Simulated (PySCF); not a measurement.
From one molecule to another.

First species: C₂H₃N.
Cartesian coordinates in Å at the PBE0-D3(BJ)/def2-TZVP level; atoms count from 1:
```
atom  x, y, z in Å
C1    -0.4745   -0.0769    0.0526
C2     0.9484    0.1339   -0.1229
N3     2.0768    0.3005   -0.2615
H4    -1.0324    0.5016   -0.6855
H5    -0.7155   -1.1333   -0.0719
H6    -0.7794    0.2399    1.0510
```

Second species: diboron tetrachloride, B₂Cl₄.
Z-matrix (Å and degrees, PBE0-D3(BJ)/def2-TZVP geometry), rows numbered from 1:
```
Cl
B   1  1.7410
Cl  2  1.7411  1  119.74
B   2  1.6841  1  120.13  3   179.96
Cl  4  1.7413  2  120.10  1   -88.35
Cl  4  1.7405  2  120.14  1    91.62
```

Levels: CAM-B3LYP/aug-cc-pVTZ for dipole moment, HOMO energy, LUMO energy, HOMO–LUMO gap, static isotropic polarisability and electronic spatial extent ⟨r²⟩ about the centre of nuclear charge; TDDFT CAM-B3LYP/aug-cc-pVTZ for lowest singlet excitation; TDA CAM-B3LYP/aug-cc-pVTZ for lowest triplet excitation (Tamm–Dancoff). Geometries: PBE0-D3(BJ)/def2-TZVP. Each structure is a single optimised conformer of the isolated species, non-relativistic unless stated. Electronic properties by PySCF.

Dipoles, sizes and rotational constants follow the conformer. The torsions of the flexible species, by atom-mapped SMILES:
- `[Cl:1][B:2]([Cl:3])[B:4]([Cl:5])[Cl:6]`: Cl1–B2–B4–Cl5 -88°

```csv
property,column X,column Y
dipole moment,4.09 D,0.00 D
HOMO energy,-10.93 eV,-9.91 eV
LUMO energy,0.00 eV,-0.95 eV
HOMO–LUMO gap,10.93 eV,8.96 eV
lowest singlet excitation,7.77 eV,5.13 eV
lowest triplet excitation (Tamm–Dancoff),6.44 eV,4.55 eV
static isotropic polarisability,29.5 au,81.5 au
electronic spatial extent ⟨r²⟩ about the centre of nuclear charge,161 bohr²,1429 bohr²
```

**Question.** Which column belongs to which species?

**Answer.** Column X is the first species and column Y the second. The first has 6 atoms and 22 electrons, the second 6 and 78.

**Question.** How does each property change from the first species to the second?

**Answer.** dipole moment -4.09 D; HOMO energy +1.02 eV; LUMO energy -0.95 eV; HOMO–LUMO gap -1.97 eV; lowest singlet excitation -2.64 eV; lowest triplet excitation (Tamm–Dancoff) -1.89 eV; static isotropic polarisability +52.0 au; electronic spatial extent ⟨r²⟩ about the centre of nuclear charge +1268 bohr².

On the first: S1 lies 3.16 eV below the HOMO–LUMO gap. In wavenumbers S1 is 62700 cm⁻¹ (1 eV = 8065.54 cm⁻¹). Isolated species at its PBE0-D3(BJ)/def2-TZVP geometry, gas phase.

On the second: The vertical singlet–triplet gap S1 − T1 is 0.58 eV (TDDFT singlet less Tamm–Dancoff triplet; S1: HOMO→LUMO, weight 0.94; T1: HOMO→LUMO, weight 0.95). The 10 singlets span 5.13 to 7.37 eV, and their oscillator strengths add up to 0.30. Geometry: PBE0-D3(BJ)/def2-TZVP; no solvent, vibrations or thermal averaging.
